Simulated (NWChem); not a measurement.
Program: NWChem. System: H2Si, charge 0, spin multiplicity 3, at a geometry optimised with UB3LYP/def2-SVP. The structure started from a generated list of species. Its SCF solution wasn't tested for a lower state. Level: UMP2/def2-TZVPD, 5 core orbitals frozen.

Job file:

```
start mol
memory heap 200 mb stack 900 mb global 1100 mb
geometry units angstroms nocenter noautoz
  Si     0.000000     0.000000    -0.095091
  H      1.286679     0.000000     0.665639
  H     -1.286679     0.000000     0.665639
  symmetry group C2v
end
basis spherical
  * library def2-tzvpd
end
scf
  uhf
  nopen 2
  maxiter 100
  thresh 1e-7
  semidirect memsize 60000000 filesize 0
  # guess.movecs holds the orbitals of an unrestricted PBE0 run
  vectors input guess.movecs output mol.movecs
end
mp2
  freeze core 5
end
task mp2 energy
```

NWChem printed:

```
             Northwest Computational Chemistry Package (NWChem) 7.3.0
             --------------------------------------------------------

                                NWChem Input Module
                                -------------------

 Scaling coordinates for geometry "geometry" by  1.889725989
 (inverse scale =  0.529177249)

 Turning off AUTOSYM since
 SYMMETRY directive was detected!

                             Geometry "geometry" -> ""
                             -------------------------

 Output coordinates in angstroms (scale by  1.889725989 to convert to a.u.)

  No.       Tag          Charge          X              Y              Z
 ---- ---------------- ---------- -------------- -------------- --------------
    1 Si                  14.0000     0.00000000     0.00000000    -0.09509100
    2 H                    1.0000     1.28667900     0.00000000     0.66563900
    3 H                    1.0000    -1.28667900     0.00000000     0.66563900

 Effective nuclear repulsion energy (a.u.)      10.1183610426

            Nuclear Dipole moment (a.u.)
            ----------------------------
        X                 Y               Z
 ---------------- ---------------- ----------------
     0.0000000000     0.0000000000     0.0000075589

      Symmetry information
      --------------------

 Group name             C2v
 Group number             16
 Group order               4
 No. of unique centers     2

      Symmetry unique atoms

     1    2


 Summary of "ao basis" -> "" (spherical)
 ------------------------------------------------------------------------------
       Tag                 Description            Shells   Functions and Types
 ---------------- ------------------------------  ------  ---------------------
 *                         def2-tzvpd                 on all atoms

 Summary of "ao basis" -> "ao basis" (spherical)
 ------------------------------------------------------------------------------
       Tag                 Description            Shells   Functions and Types
 ---------------- ------------------------------  ------  ---------------------
[...]
  AO/Fock/Back tols     =   1.0D-09  1.0D-09  1.0D-09

 GA uses MA = F    GA memory limited = T

 Available:
  local mem=  1.26D+08
 global mem=  1.44D+08
 local disk=  0.00D+00
  mp2_memr nvloc                    52
  nvloc new                    52
   1 passes of   4:        4194304                      17986                   1343751.
   1 passes of   4: M    126152673           G      144171758           F     121958369.

 Semi-direct pass number   1 of   1  for UHF alpha       at        0.7s
  vrange nnbf                  1891
  mp2_eaftype                    10  avail_ma_in_mb                  1099
 EAF : mp2_eaftype filesize          10     671876.
  mp2_eaf for mointskh                     10
Node 0 wrote      3.1 Mb in      0.0 s     Agg I/O rate:  1328.2 Mb/s
 Done moints_semi at        1.5s
  mp2_eaftype                    10  avail_ma_in_mb                  1089
 EAF : mp2_eaftype filesize          10     671876.
  mp2_eaf for kh                    10
 Done maket at        1.5s
 Done multipass loop at        1.5s

 GA uses MA = F    GA memory limited = T

 Available:
  local mem=  1.26D+08
 global mem=  1.44D+08
 local disk=  0.00D+00
  mp2_memr nvloc                    54
  nvloc new                    54
   1 passes of   2:        4194304                      12988                    700811.
   1 passes of   2: M    126152673           G      144171758           F     121958369.

 Semi-direct pass number   1 of   1  for UHF beta        at        1.5s
  vrange nnbf                  1891
  mp2_eaftype                    10  avail_ma_in_mb                  1099
 EAF : mp2_eaftype filesize          10     350406.
  mp2_eaf for mointskh                     10
Node 0 wrote      1.6 Mb in      0.0 s     Agg I/O rate:  1382.8 Mb/s
 Done moints_semi at        2.3s
  mp2_eaftype                    10  avail_ma_in_mb                  1089
 EAF : mp2_eaftype filesize          10     350406.
  mp2_eaf for kh                    10
 Done maket at        2.3s
 Done multipass loop at        2.3s

          -------------------------------------------
          SCF energy                -290.019339730984
          Correlation energy          -0.084384597248
          Singlet pairs                0.000000000000
          Triplet pairs                0.000000000000
          Total MP2 energy          -290.103724328232
          -------------------------------------------

          ---------------------------------------------------
                    Spin Component Scaled (SCS) MP2
          Same spin pairs                     -0.015002791136
          Same spin scaling factor             0.333333333333
          Opposite spin pairs                 -0.069381806112
          Opposite spin scaling fact.          1.200000000000
          SCS-MP2 correlation energy          -0.088259097713
          Total SCS-MP2 energy              -290.107598828697
          ---------------------------------------------------

 -----------------------
 Performance information
 -----------------------

 Timer overhead =  1.37D-07 seconds/call

               Nr. of calls         CPU time (s)                 Wall time (s)                GFlops
             ---------------    -------------------     ------------------------------   -------------------
Name         Min   Avg   Max    Min     Avg     Max     Min     Avg     Max   Mx/calls   Min     Max     Sum
mp2: moin     2     2     2    1.6     1.6     1.6      1.6     1.6     1.6    0.80      0.0     0.0     0.0
mp2: make     2     2     2   3.95E-2 3.95E-2 3.95E-2  3.95E-2 3.95E-2 3.95E-2 1.98E-2   0.0     0.0     0.0
mp2: tota     1     1     1    1.7     1.7     1.7      1.7     1.7     1.7     1.7      0.0     0.0     0.0

 The average no. of pstat calls per process was 5.00D+00
 with a timing overhead of 6.84D-07s

 Task  times  cpu:        2.3s     wall:        2.3s

 Total times  cpu:        2.3s     wall:        2.3s
```
